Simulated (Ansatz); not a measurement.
Si$_{2}$H$_{7}$Cl, singlet: a pair in one relaxed arrangement.

Input (in.yaml):

```yaml
crystal:
  periodic: [false, false, false]
  atoms:
    - {symbol: Cl, position_ang: [0.573775, -0.842181, -3.037413]}
    - {symbol: H, position_ang: [-0.311016, -0.188461, -2.376379]}
    - {symbol: Si, position_ang: [0.968370, -0.469143, 0.872143]}
    - {symbol: Si, position_ang: [-1.013009, 0.714046, 0.483622]}
    - {symbol: H, position_ang: [1.267933, -0.425118, 2.328644]}
    - {symbol: H, position_ang: [0.812245, -1.885054, 0.451327]}
    - {symbol: H, position_ang: [2.093069, 0.151453, 0.126326]}
    - {symbol: H, position_ang: [-0.869522, 2.137071, 0.889827]}
    - {symbol: H, position_ang: [-2.148170, 0.107731, 1.227852]}
    - {symbol: H, position_ang: [-1.373576, 0.699556, -0.966048]}
basis:
  gaussian: {orbitals: "def2-TZVPPD.json"}
hamiltonian: {xc: {name: wB97M-V}}
```

The basis file named in the input lies beside it (Basis Set Exchange, JSON).

Run by:

```bash
ansatz run in.yaml --threads 4 --pin off --events-out ev --progress --plain --max-ram 9574MiB
```

The run's output (Ansatz 0.2.0):

```
Functional definition: wB97M-V
  name "wB97M-V"
  cite "Mardirossian & Head-Gordon, J. Chem. Phys. 144, 214110 (2016) doi:10.1063/1.4952647"
  cite "Becke, J. Chem. Phys. 107, 8554 (1997) doi:10.1063/1.475007"
  cite "Vydrov & Van Voorhis, J. Chem. Phys. 133, 244103 (2010) doi:10.1063/1.3521275"
  # Of w^i u^j: cxij and so on, Table III.
  parameter omega = 0.3/bohr
  parameter cx = 0.15
  parameter cx01 = 1.007
  parameter cx10 = 0.259
  parameter css00 = 0.443
  parameter css04 = -1.437
  parameter css10 = -4.535
  parameter css20 = -3.390
  parameter css43 = 4.278
  parameter cos00 = 1.000
  parameter cos10 = 1.358
  parameter cos20 = 2.924
  parameter cos21 = -8.812
  parameter cos60 = -1.390
  parameter cos61 = 9.142
  parameter b = 6.0
  parameter c = 0.01
  gx(w, u) = 1 - cx + cx01*u + cx10*w
  gss(w, u) = css00 + css04*u^4 + css10*w + css20*w^2 + css43*w^4*u^3
  gos(w, u) = cos00 + cos10*w + (cos20 + cos21*u)*w^2 + (cos60 + cos61*u)*w^6
  exchange = spin_sum(e_x_unif_sr(omega)*gx(b97_w, b97_u_x)) + cx*exact_x_sr(omega) + exact_x_lr(omega)
  correlation = spin_sum(e_c_pw_mod_same_spin*gss(b97_w, b97_u_same))
      + integral(e_c_pw_mod_opposite_spin*gos(b97_w_opposite, b97_u_opposite)) + vv10(b, c)
1360 factors; their error is unknown
380 factors; integrals over basis functions are off by at most 3.8e-5 eV
mean field evaluation 1: about -28389.4687 eV, gradient 1.3e1 eV
mean field evaluation 2: about -28389.9580 eV, gradient 6.8e0 eV
mean field evaluation 4: about -28390.0568 eV, gradient 2.4e-1 eV
mean field evaluation 8: about -28390.0882 eV, gradient 4.1e-1 eV
mean field evaluation 16: about -28390.0884 eV, gradient 2.1e-5 eV
mean field -28390.08835183 eV, -1043.3165034367 hartree, gradient 2.1e-5 eV, S^2 0.000000; 0 other end points of the search recorded, 0 dependent functions left out
reference -28390.08843322 eV, -1043.3165064276 hartree; 26, 26 occupied and 240, 240 virtual orbitals, 1360 factors
Total energy: -28390.08843322 eV, -1043.3165064276 hartree
```

The lines “mean field evaluation” count trial sets of orbitals through the whole run, from several starts and some on an approximate energy, so they need not fall steadily or lie above the final value.

Hardware: 4 CPU threads of an Intel Xeon 6975P-C, shared host. Wall time 6 s; peak host memory 0.76 GiB.
